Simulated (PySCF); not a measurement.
Coordinates in bohr (charge 0 multiplicity 3):
```
C    -0.8258    0.0000   -1.1391
F    -3.0280    0.0000   -0.0193
Cl    1.9283    0.0000    0.4016
```

Level of theory: PySCF, UPBE0, basis C def2-TZVP, F def2-TZVP, Cl def2-TZVP (no relativity, density fitting).

This geometry of CFCl is a stationary point at this level.

Task: What is the point group?

Result: Cs.

Task: Is it a minimum?

Result: Yes: all harmonic wavenumbers are real.

Task: Which band is strongest in the infrared?

Result: 1289 cm⁻¹ (a'), 270 km/mol.

Task: What are the dipole moment and the gap between the highest occupied and lowest empty levels of either spin?

Result: 0.43 D and 2.87 eV.

Task: Give the atomic charges and bond orders.

Result: 
| atom | Mulliken | Löwdin | polar tensor | spin (Mulliken) | Mayer order to C1 |
| --- | --- | --- | --- | --- | --- |
| C1 | 0.10 | -0.64 | 0.65 | 1.66 | – |
| F2 | -0.11 | 0.21 | -0.45 | 0.12 | 1.13 |
| Cl3 | 0.01 | 0.44 | -0.20 | 0.22 | 1.33 |

This need not be the most stable arrangement of these atoms. At this level a singlet minimum of Cs symmetry lies 119 kJ/mol below this structure.
